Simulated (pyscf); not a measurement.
# Routes from `[BH2][CH3]` + `[FH]`

Candidate steps break at most two bonds and form at most two. Each was searched with GFN2-xTB (tblite) first. Optimised with ωB97X-D3(BJ)/def2-SVP in PySCF. Energies: ωB97M-D3(BJ)/def2-TZVP, eV, from the separated reactants, singlet surface; ΔG‡ with ideal gas, 1 atm, RRHO with modes under 100 cm⁻¹ raised to 100, one conformer, R ln 2 for chiral ones without a mode under 150 cm⁻¹.

| products | type | ΔE‡ | ΔE | ΔG‡ 298 K | ΔG‡ 900 K | ν‡ (cm⁻¹) |
|---|---|---|---|---|---|---|
| H₃C–BH–F + H₂ | four-centre exchange | 0.39 | -1.47 | 0.82 | 1.73 | 1127i |
| H₂B–F + CH₄ | four-centre exchange | 0.59 | -1.57 | 1.03 | 1.98 | 1191i |
| H₂B–CH₂–F + H₂ | multi-bond step | 2.25 | +1.15 | 2.65 | 3.57 | 244i |
| H₂B–CH₃ + HF | four-centre exchange (C–H, F–H broken, C–H, F–H formed) | 2.57 | 0.00 | 2.84 | 3.67 | 2432i |
| H₂B–CH₃ + HF | four-centre exchange (B–H, F–H broken, B–H, F–H formed) | 2.84 | 0.00 | 3.13 | 3.90 | 2416i |
| H₃C–F + BH₃ | multi-bond step | 2.98 | +1.05 | 3.35 | 4.26 | 1333i |

Plain bond fissions and candidates not yet searched are not listed, and one of them may be faster. Each barrier is that of the saddle found; lower ones may exist.
